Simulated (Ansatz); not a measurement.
## Prototype screening

Computed with DFT PBEsol, scalar-relativistic, plane waves, PAW in Ansatz 0.2.0. Settings: cutoff 420 eV, Γ-centred meshes no coarser than 0.19 Å⁻¹ for metals and 0.3 Å⁻¹ for insulators (2π included), Gaussian smearing.

Each formula was placed on the sites of the named type and relaxed at zero pressure without lowering the symmetry. No run is spin-polarised. The smearing is 0.1 eV for metals and 0.01 to 0.02 eV otherwise. Formation energies are uncorrected and refer to the elements' standard structures at the same level.

The k mesh leaves about 4 meV/atom of noise in metals.

| formula | started on type | final group | a or a / b (Å) | c (Å) | V (Å³/atom) | E over elements (eV/atom) | gap on mesh (eV) |
| --- | --- | --- | --- | --- | --- | --- | --- |
| As | graphite | P6_3/mmc | 4.42 | 5.31 | 22.5 | 0.44 | 0.00 |
| As | hcp | P6_3/mmc | 2.96 | 4.86 | 18.4 | 0.44 | 0.00 |
| YAl3Ag | hexagonal perovskite (2H) | P6_3/mmc | 6.31 | 5.72 | 19.7 | -0.21 | 0.00 |
| YAl3Ag | rhombohedral perovskite | R-3c | 7.51 | 13.34 | 21.7 | 0.13 | 0.00 |